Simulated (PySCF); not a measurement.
**AlH3S (SMILES [AlH2][SH]) at CCSDT(Q)/STO-6G**

What is the energy change on altering one bond length of AlH3S at CCSDT(Q)/STO-6G? Input form: a Python script.

The calculation is run with PySCF 2.14.0.

13 further runs of the same task are left out: 1 that didn't finish, 12 set aside as unsound or not needed.

## (1) The system as given

AlH3S has 5 atoms, charge 0, and is taken as a singlet. SMILES: `[AlH2][SH]`. The coordinates come from a PBE0-D4/def2-TZVP relaxation.

Bond lengths: Al1–S2 2.181 Å, Al1–H3 1.579 Å, Al1–H4 1.581 Å, S2–H5 1.344 Å. Angles: Al1–S2–H5 93.7°, S2–Al1–H3 116.5°, S2–Al1–H4 118.9°, H3–Al1–H4 124.6°.

## (2) A single-point energy at CCSDT(Q)/STO-6G

Input file run.py:

```python
# [AlH2][SH]
from pyscf import gto, cc

mol = gto.Mole()
mol.atom = '''
Al      -0.616100      -0.064200      -0.181700
S        1.129100      -0.343100       1.096600
H       -1.981700      -0.650100       0.351100
H       -0.441100       0.696000      -1.556400
H        1.959700       0.287800       0.249000
'''
mol.basis = 'sto-6g'
mol.max_memory = 1860
mol.spin = 0
mol.verbose = 3
mol.build()

mf = mol.RHF()
mf.conv_tol = 1e-10
mf.kernel()
if not mf.converged:
    mf = mf.newton().run(mf.mo_coeff, mf.mo_occ)

mycc = cc.CCSDT(mf, frozen=10)
mycc.kernel()
e_bracket, e_q = mycc.ccsdt_q()
energy = mycc.e_tot + e_q
print('E = %.10f Eh' % energy)
```

Command:

```
OMP_NUM_THREADS=1 python run.py
```

The log of the run:

```text
converged SCF energy = -638.910380433462
_make_eris_incore_RCCSDT

WARN: A large `blksize` is being used, which may cause large memory consumption
      for storing contraction intermediates. If memory is sufficient, consider using
      `pyscf.cc.rccsdt_highm.RCCSDT` instead.

WARN: A large `blksize_oovv` is being used, which may cause large memory consumption
      for storing contraction intermediates. If memory is sufficient, consider using
      `pyscf.cc.rccsdt_highm.RCCSDT` instead.

WARN: A large `blksize_oooo` is being used, which may cause large memory consumption
      for storing contraction intermediates. If memory is sufficient, consider using
      `pyscf.cc.rccsdt_highm.RCCSDT` instead.

RCCSDT converged
E(RCCSDT) = -638.989844486926   E_corr = -0.07946405346386418
E_corr(same-spin) = -0.00426819140169546
E_corr(oppo-spin) = -0.0751958620621687
_make_eris_incore_RCCSDT
E = -638.9898508320 Eh
```

It took 3.6 s on 1 thread of AMD EPYC 7R43 (Zen 3), shared host; peak memory 0.11 GiB.

## (3) The distorted shape

Input file calc.py:

```python
from pyscf import gto, scf, cc

molecule = gto.M(
    atom='''
Al    -3.989527    -2.267312     2.539728
S     -0.691577    -2.794357     4.955365
H     -6.570137    -3.374503     3.546574
H     -3.658825    -0.830743    -0.058079
H      3.703296     0.543863     0.470542
''',
    verbose=3,
    basis='sto-6g',
    unit='bohr',
    max_memory=1860,
)

mf = scf.RHF(molecule)
mf.conv_tol = 1e-10
mf.kernel()
if not mf.converged:
    mf = mf.newton().run(mf.mo_coeff, mf.mo_occ)

mycc = cc.CCSDT(mf, frozen=10)
mycc.kernel()
e_bracket, e_q = mycc.ccsdt_q()
energy = mycc.e_tot + e_q
print(f'total energy: {energy:.8f} hartree')
```

Command:

```
OMP_NUM_THREADS=1 python calc.py
```

The log of the run:

```text
converged SCF energy = -638.531429123682
_make_eris_incore_RCCSDT

WARN: A large `blksize` is being used, which may cause large memory consumption
      for storing contraction intermediates. If memory is sufficient, consider using
      `pyscf.cc.rccsdt_highm.RCCSDT` instead.

WARN: A large `blksize_oovv` is being used, which may cause large memory consumption
      for storing contraction intermediates. If memory is sufficient, consider using
      `pyscf.cc.rccsdt_highm.RCCSDT` instead.

WARN: A large `blksize_oooo` is being used, which may cause large memory consumption
      for storing contraction intermediates. If memory is sufficient, consider using
      `pyscf.cc.rccsdt_highm.RCCSDT` instead.

RCCSDT converged
E(RCCSDT) = -638.8354970585614   E_corr = -0.3040679348789449
E_corr(same-spin) = -0.00271362869434794
E_corr(oppo-spin) = -0.301354306184597
_make_eris_incore_RCCSDT
total energy: -638.83602666 hartree
```

Wall time 3.9 s (1 thread of AMD EPYC 7R43 (Zen 3), shared host); peak memory 0.1 GiB.

## (4) Outcome

At CCSDT(Q)/STO-6G, 10 core orbitals frozen:

| quantity | value |
| --- | --- |
| first shape: total energy | -638.98985 Eh |
| first shape: dipole moment (Hartree–Fock density) | 1.50 D |
| first shape: HOMO energy (Hartree–Fock orbitals) | -6.72 eV |
| first shape: LUMO energy (Hartree–Fock orbitals) | 8.61 eV |
| first shape: HOMO–LUMO gap (Hartree–Fock orbitals) | 15.33 eV |
| first shape: correlation energy (10 core orbitals frozen) | -79.5 mEh |
| first shape: T1 diagnostic | 0.013 |
| distorted shape: total energy | -638.83603 Eh |
| distorted shape: dipole moment (Hartree–Fock density) | 2.77 D |
| distorted shape: HOMO energy (Hartree–Fock orbitals) | -3.29 eV |
| distorted shape: LUMO energy (Hartree–Fock orbitals) | 0.92 eV |
| distorted shape: HOMO–LUMO gap (Hartree–Fock orbitals) | 4.21 eV |
| distorted shape: correlation energy (10 core orbitals frozen) | -304.6 mEh |
| distorted shape: T1 diagnostic | 0.041 |
| energy change with the S2–H5 bond stretched from 1.344 to 3.763 Å | 4.186 eV |

**Reading.** With the S2–H5 bond stretched from 1.344 to 3.763 Å the energy rises by 4.19 eV (97 kcal/mol). The first shape isn't relaxed at this level, so the change isn't measured from a minimum. The minimal basis adds a large error of its own. The T1 diagnostic (distorted shape) of 0.041 is above the customary mark for such species, so a single reference may not serve. Mulliken charges (distorted shape) of the mean-field density run from -0.27 on H3 to +0.81 on Al1.
